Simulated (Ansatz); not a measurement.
## Sr, fcc: geometry optimisation

Method: Ansatz, DFT, PBE, plane waves (420 eV) with PAW, scalar-relativistic.

k-point mesh 9×9×9, Fermi-Dirac smearing 0.1 eV, no spin polarisation. Cell and atoms relax.

Starting structure:

```xyz
1
Lattice="0.0000 3.0423 3.0423 3.0423 0.0000 3.0423 3.0423 3.0423 0.0000" Properties=species:S:1:pos:R:3 pbc="T T T"
Sr    0.0000    0.0000    0.0000
```

Question: The pressure at the start is -0.3 GPa. By how much does the volume change?

Answer: From 56.32 to 55.04 Å³ per atom, -2.3 %. The final cell has a = 6.038 Å.

Question: How much energy does the relaxation gain?

Answer: 1.0 meV per atom.

Path of the relaxation (the plane waves are chosen anew near the end, which can shift the energy a little):

```
step  E − E(final) (meV/atom)  V (Å³/atom)  P (GPa)  max force (eV/Å)
   0                     1.02       56.319    -0.26             0.000
   1                     0.47       55.916    -0.18             0.000
   2                    -0.01       55.040     0.00             0.000
   3                     0.00       55.040     0.00             0.000
```
